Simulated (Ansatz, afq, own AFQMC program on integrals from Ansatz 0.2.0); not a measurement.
AlH3, singlet in cc-pVDZ, levels against full CI

```xyz
4

Al    0.0000    0.0000    0.0000
H     1.5858    0.0151   -0.0001
H    -0.8059    1.3658   -0.0028
H    -0.7799   -1.3808    0.0029
```

Basis cc-pVDZ. Noble-gas cores (and the filled d shells of Ga–Kr and In–Xe) are frozen. Ansatz 0.2.0 and our own AFQMC program on the same integrals; the CISD trial comes from CCSD amplitudes, and released means the phaseless constraint is let go. Free projection: walkers drawn from exp(T), propagated without any constraint. Its projection time is finite, and what remains of the start isn't in its error. Error bars are statistical, one sigma.

Determinant: RHF, the one that the program's search chose, which needn't be the lowest solution. The geometry is a PBE0/def2-TZVP stationary point of this or a neighbouring charge and spin state.

Full CI on the same integrals is exact in this basis and with this determinant's frozen core.

* T1 diagnostic: 0.0087
* weight of the determinant in the CISD state: 0.938
* size of the correlated space: 6 electrons in 28 orbitals

```json
{"level": "MP2", "correlation energy (eV)": "-2.0905"}
{"level": "CCSD", "correlation energy (eV)": "-2.7511"}
{"level": "CCSD(T)", "correlation energy (eV)": "-2.7811"}
```

Q: Estimate where full CI lies against CCSD(T) on the same integrals.

A: 0.41 mEh below CCSD(T).

Reference: full CI, correlation energy -2.792 eV. The released energy is read at 2.40 1/Eh (meV from the phaseless value at times in 1/Eh: 1.1 ± 1.4 at 0.24, 1.5 ± 1.6 at 0.51, 0.7 ± 1.6 at 0.99, 0.5 ± 1.7 at 1.62, 0.4 ± 1.7 at 2.40).

```csv
level,E − E(reference) (mEh),share of correlation (%)
CCSD(T),0.41,99.60
CCSDT,0.03,99.97
CCSDT(Q),0.01,99.99
CCSDTQ,0.00,100.00
ph-AFQMC/CISD,-0.08 ± 0.05,100.08
released AFQMC,-0.07 ± 0.06,100.06
free AFQMC,-0.16 ± 0.09,100.15
```

CCSDT and higher add their correlation energy to the determinant of the CCSD(T) run, since their own runs factorise the integrals more tightly (a shift of under 2 meV). Free projections are given only where their last times agree within the noise and don't stop above the reference; a slow remainder of the start can still hide under it. A walk keeps the symmetry of its determinant, which the program's search chose and which needn't be the lowest solution, so a lower state of the same spin and another symmetry isn't excluded. Released energies are given only where the last usable release times agree within the noise; a slower fall can still hide under it.
